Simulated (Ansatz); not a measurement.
Process, species as SMILES: C=CCl → [CH]=C (CH-CH2) + Cl atom
B3LYP-D3(BJ)/def2-TZVP geometries, fixed; electronic energies without zero-point terms.

Effect of a fitting basis named in the input at HF/aug-cc-pV(T+d)Z with Ansatz (a quantum-chemistry and plane-wave program), against the last row, where the bond dissociation energy is 60.93 kcal/mol. An unrestricted Hartree-Fock determinant is markedly spin-contaminated. Open shells are unrestricted. The default fits or decomposes integrals by the program's own choice; accuracy: high also tightens integrals, grids and stops.

```
setting                        largest shift of a total energy (mEh)  shift of the bond dissociation energy (kcal/mol)
-----------------------------  -------------------------------------  ------------------------------------------------
fitting: def2-SV(P)-JKFIT                                      0.058                                            -0.035
fitting: def2-universal-JKFIT                                  0.058                                            -0.035
fitting: cc-pVTZ-JKFIT                                         0.068                                            -0.027
fitting: cc-pVQZ-JKFIT                                         0.013                                            -0.012
fitting: cc-pV5Z-JKFIT                                        -0.012                                            -0.012
accuracy: high                                                -0.014                                             0.000
accuracy: medium (default)                                     0.000                                             0.000
```

Within 0.02 kcal/mol in the bond dissociation energy: fitting: cc-pVQZ-JKFIT; fitting: cc-pV5Z-JKFIT; accuracy: high. The largest shift is 0.068 mEh in a total energy and 0.035 kcal/mol in the difference.
